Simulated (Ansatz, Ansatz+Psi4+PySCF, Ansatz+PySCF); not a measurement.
```xyz
4

C     0.0000    0.0000    0.0165
N     0.0000    0.0000   -1.2211
H     0.0000    0.9526    0.6023
H     0.0000   -0.9526    0.6023
```

Basis set: cc-pVTZ (spherical functions). Frozen core: 2 orbitals. Correlation on ROHF uses semicanonical orbitals with singles. Charge 0, multiplicity 2.

Computed with Ansatz (development build ahead of 0.2.0); each method stands on the lowest determinant of its kind that the runs found.

The atomization energy at this shape (free ground-state atoms in the same class of orbitals less the molecule, no zero-point energy) of doublet CH2N:

```csv
method,atomization energy
ROHF-CCSD(T),14.36 eV
ROHF-MP2,14.43 eV
```

Problem. What does UHF-MP2 give?

Solution. 14.15 eV. Caution for ROHF-MP2, UHF-MP2: forces differ strongly between restricted and unrestricted references. Caution for UHF-MP2: the unrestricted determinant is spin contaminated.
